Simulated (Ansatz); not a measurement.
One geometry of B₃, several levels of theory.

```yaml
crystal:
  periodic: [false, false, false]
  atoms:
    - {symbol: B, position_ang: [0.887366, 0.053672, 0.126440]}
    - {symbol: B, position_ang: [-0.428021, -0.776681, 0.142897]}
    - {symbol: B, position_ang: [-0.459345, 0.723009, -0.269348]}
basis:
  gaussian: {orbitals: def2-TZVP, initial_orbitals: start.molden}
magnetization: {spin_polarized: true, initial_magnetization: 1}
hamiltonian: {xc: {name: BHLYP}, dispersion: d4}
scf: {omitted_lower_state_checks: [starts]}
output: {orbitals: {seedname: orbitals}}
```

The file start.molden holds the orbitals of an earlier run on this structure, at another level or in another basis.

```sh
$ ansatz run in.yaml --threads 4 --pin off --events-out ev --progress --plain --max-ram 3916MiB
```

Output, abridged:

```
Functional definition: BHLYP
627 factors; their error is unknown
mean field evaluation 1: about -2020.3083 eV, gradient 2.4e0 eV
mean field evaluation 2: about -2020.3380 eV, gradient 6.1e-2 eV
mean field evaluation 4: about -2020.3572 eV, gradient 5.5e-4 eV
mean field evaluation 8: about -2020.3572 eV, gradient 2.2e-5 eV
mean field -2020.35720298 eV, -74.2467577623 hartree, gradient 2.2e-5 eV, S^2 0.926226; 0 other end points of the search recorded, 0 dependent functions left out
reference -2020.35732679 eV, -74.2467623120 hartree; 8, 7 occupied and 85, 86 virtual orbitals, 627 factors
Total energy: -2020.43085880 eV, -74.2494645638 hartree
Checks for a lower state left out: starts
```

Hardware: 4 threads of Arm Neoverse V1 on a shared host. Wall time 0.65 s.

As the first input, with `hamiltonian: {xc: {name: r2SCAN0}, dispersion: d4}` (abridged; 1.4 s):

```
Functional definition: r2SCAN0
mean field -2020.23532704 eV, -74.2422789041 hartree, gradient 2.6e-5 eV, S^2 0.953991
Total energy: -2020.24869999 eV, -74.2427703509 hartree
Checks for a lower state left out: starts
```

The first input with `gaussian: {orbitals: def2-TZVPD, initial_orbitals: start.molden}`, `correlation: {method: ccsd_t}`, `scf: {omitted_lower_state_checks: [starts, cluster_reference]}` and without the key `hamiltonian` (abridged; 2.6 s):

```
Functional definition: HF
mean field -2008.13358629 eV, -73.7975481342 hartree, gradient 2.4e-6 eV, S^2 1.537637
3 core orbitals not correlated: weight in the atoms' cores, before any rotation towards them, 1.000 or more for the frozen orbitals, at most 0.000 for the correlated occupied ones
second order -6.09014216 eV of doubles, -0.00000000 eV of singles
cycle   1  -6.40232175 eV  change   -3.1e-1 eV  update   1.4e-1
cycle   2  -6.92926148 eV  change   -5.3e-1 eV  update   7.6e-2
cycle   3  -7.30145499 eV  change   -3.7e-1 eV  update   6.2e-2
cycle   4  -7.41056517 eV  change   -1.1e-1 eV  update   2.9e-2
cycle   5  -7.45942722 eV  change   -4.9e-2 eV  update   1.0e-2
cycle   6  -7.46653042 eV  change   -7.1e-3 eV  update   4.5e-3
cycle   7  -7.46897800 eV  change   -2.4e-3 eV  update   1.9e-3
cycle   8  -7.47220289 eV  change   -3.2e-3 eV  update   6.8e-4
cycle   9  -7.47117159 eV  change    1.0e-3 eV  update   2.7e-4
cycle  10  -7.47166538 eV  change   -4.9e-4 eV  update   9.5e-5
cycle  11  -7.47163407 eV  change    3.1e-5 eV  update   4.1e-5
cycle  12  -7.47159935 eV  change    3.5e-5 eV  update   1.3e-5
cycle  13  -7.47159770 eV  change    1.6e-6 eV  update   5.3e-6
perturbative correction -0.69533007 eV, -0.0255529086 hartree
Total energy: -2016.30051406 eV, -74.0976771940 hartree
Checks for a lower state left out: starts, cluster_reference
```

As the first input, with `gaussian: {orbitals: def2-TZVPD, initial_orbitals: start.molden}`, `hamiltonian: {xc: r2scan, dispersion: d4}` (abridged; 1.6 s):

```
Functional definition: r2SCAN
mean field -2020.60956488 eV, -74.2560318911 hartree, gradient 1.5e-5 eV, S^2 0.879103
Total energy: -2020.62046015 eV, -74.2564322848 hartree
Checks for a lower state left out: starts
```

Geometry: PBE-D4/def2-TZVP.

Correlated methods freeze 3 core orbitals. At BHLYP-D4/def2-TZVP, r2SCAN0-D4/def2-TZVP, CCSD(T)/def2-TZVPD, r2SCAN-D4/def2-TZVPD the charge 0 doublet is spin-contaminated (final ⟨S²⟩ up to 1.54, 0.75 for a pure state). At CCSD(T)/def2-TZVPD T1 of the charge 0 doublet is large (up to 0.107), so the single-reference result is doubtful. The structure comes from a short search, and lower isomers may exist.
